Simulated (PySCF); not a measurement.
Species: CS2.
Atom-mapped SMILES: `[S:1]=[C:2]=[S:3]`

Cartesian coordinates in Å at the PBE0-D3(BJ)/def2-TZVP level; atoms count from 1:
```xyz
3
CS2 angstrom
S     -1.4439    0.3868    0.0026
C      0.0702    0.0619   -0.0084
S      1.5842   -0.2619   -0.0193
```

The closed-shell ground state was solved at several levels (PySCF, density fitting, gas phase, non-relativistic). Isolated species at its PBE0-D3(BJ)/def2-TZVP geometry, gas phase. The dipole stays under 0.02 D at every level.

| level | basis functions | total energy (Eh) | HOMO (eV) | LUMO (eV) | gap (eV) |
| --- | --- | --- | --- | --- | --- |
| PBE0/pcSseg-2 | 122 | -834.2196 | -7.86 | -2.01 | 5.85 |
| wB97X-D/pcSseg-2 | 122 | -834.5168 | -9.58 | -0.33 | 9.25 |
| B97-2/pcSseg-2 | 122 | -834.5862 | -7.64 | -2.06 | 5.58 |

(1) What might KT3/pcSseg-2 (122 basis functions) give for the same quantities?

(2) Over all these levels, which gives the widest orbital gap and which the narrowest?

(3) In the pcSseg-2 basis, how does the gap go with the fixed share of exact exchange?

Answers

(1) Total energy -840.8411 Eh, HOMO -6.90 eV, LUMO -2.79 eV, gap 4.11 eV.

(2) wB97X-D/pcSseg-2 (range-separated hybrid) has the widest, 9.25 eV, and KT3/pcSseg-2 (GGA) the narrowest, 4.11 eV. From the narrowest to the widest the HOMO moves by -2.68 eV and the LUMO by +2.46 eV.

(3) KT3 (0 %) 4.11 eV; B97-2 (21 %) 5.58 eV; PBE0 (25 %) 5.85 eV. Each rise in the share widens the gap here.

The pairwise dispersion term of wB97X-D wasn't added to the energies; at a given geometry it leaves orbitals and properties as they are.
